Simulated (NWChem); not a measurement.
**Correlation energy of formamide (CH3NO)**

SMILES: O=CN
```xyz
6

N     -0.1982    -1.0835     0.0000
C     -0.3131     0.2775     0.0000
O      0.6186     1.0642     0.0000
H      0.7326    -1.5054     0.0000
H     -1.0184    -1.6888     0.0000
H     -1.3967     0.6003     0.0000
```
Charge 0, spin multiplicity 1.

The numbers come from NWChem runs, not from measurements. The geometry was optimised at PBE/def2-SVP, a minimum by its harmonic frequencies. It is one conformer; others weren't searched.

Basis set: STO-3G. Each correlation energy counts from its own Hartree-Fock reference.

The correlated methods keep 3 core orbitals frozen. No row is a measurement; the coupled-cluster row has its own basis-set and correlation limits.

Task: One of these methods gave a correlation energy of -161.9 mHa. Which?
A) CR-CCSD[T]
B) CCSD
C) SCS-MP2
D) MP2

Result: D, MP2. The others give -167.7 (SCS-MP2), -196.3 (CR-CCSD[T]), -190.5 (CCSD).
